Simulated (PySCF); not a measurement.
# Dipole moment and polarisability of t-crotononitrile

Compound: t-crotononitrile, C4H5N.
Geometry (GFN2-xTB, Å), atoms numbered from 1 in this order:
```xyz
10
C4H5N angstrom
C     -1.363    0.057    0.703
C     -0.150   -0.401   -0.019
C      0.867    0.393   -0.353
C      2.004   -0.076   -1.037
N      2.936   -0.447   -1.594
H     -2.251   -0.148    0.106
H     -1.320    1.122    0.921
H     -1.468   -0.493    1.638
H     -0.115   -1.452   -0.277
H      0.870    1.449   -0.111
```

Level: B3LYP/def2-SVPD (PySCF), static field, nuclei fixed, core orbitals frozen in the response. The polarisability tensor in these axes (au):

```
x    74.17   0.86 -18.63
y     0.86  44.76   1.33
z   -18.63   1.33  46.81
```

Task: Diagonalise the tensor; give its mean and Δα, where Δα² is half the sum of the squared differences of the eigenvalues.

Result: Principal values 37.05, 45.08 and 83.60 au; mean 55.24 au = 8.19 Å³ = 9.11 × 10⁻⁴⁰ C²·m²/J; Δα = 43.10 au (78 % of the mean).

Task: What is the dipole moment, and where does it point?

Result: (-4.11, 0.85, 2.28) D, 4.78 D in size, pointing from the negative to the positive side. Measured along this direction, the outermost atoms are N5 at the negative end and H6 and H8 at the positive end.

Task: What are the principal values of the traceless quadrupole moment, Θ = ½Σq(3rr − r²1), about the centre of nuclear charge?

Result: -10.24, 2.56, 7.68 D·Å. The values depend on the origin, since the dipole doesn't vanish. The electronic extent ⟨r²⟩ about the same centre is 534 bohr², a root-mean-square distance of 2.04 Å for the 36 electrons.

Task: Find the Langevin capture rate constant for NH4+ (18.034 u) meeting this molecule (67.042 u), k = 2.342 × 10⁻⁹ cm³/s × √(α in Å³ / reduced mass in u).

Result: The reduced mass is 14.21 u, so k = 1.78 × 10⁻⁹ cm³/s. The formula leaves out the permanent dipole, which adds to the capture rate.

Task: What depolarisation ratio follows for Rayleigh scattering of linearly polarised light, taking the static tensor?

Result: ρ = 3Δα²/(45ᾱ² + 4Δα²) = 5572.6/(137333 + 7430.2) = 0.0385.

Task: Form Σ f/ω² (atomic units) for the 8 lowest TDDFT singlets, given as eV and f, and set it beside the mean polarisability, which is this sum over all singlets: 6.17, 0.4255; 6.33, 0.0000; 6.80, 0.0011; 7.24, 0.0012; 7.28, 0.0072; 7.74, 0.0000; 7.88, 0.0005; 7.96, 0.0035.

Result: They add up to 8.46 au, 15.3 % of the 55.24 au; the largest single term is 8.28 au, from the state at 6.17 eV. Terms in order: 8.28, 0.00, 0.02, 0.02, 0.10, 0.00, 0.01, 0.04 au. Higher excitations give the rest. The strengths listed sum to 0.439.

Task: In a dilute gas of rigid molecules at 400 K, how does the orientational term μ²/3kT compare with the electronic polarisability?

Result: In Gaussian units μ²/3kT = 137.75 Å³ against 8.19 Å³, a ratio of 16.83; the Debye molar polarisation (4π/3)N_A(α + μ²/3kT) is 368.1 cm³/mol, leaving out the vibrational part.

Geometry: GFN2-xTB; no solvent, vibrations or thermal averaging.

The run behind these numbers computed excited states as well. Hardware: one thread, Arm Neoverse V2, shared host. Cost: 8.0 s of wall time.
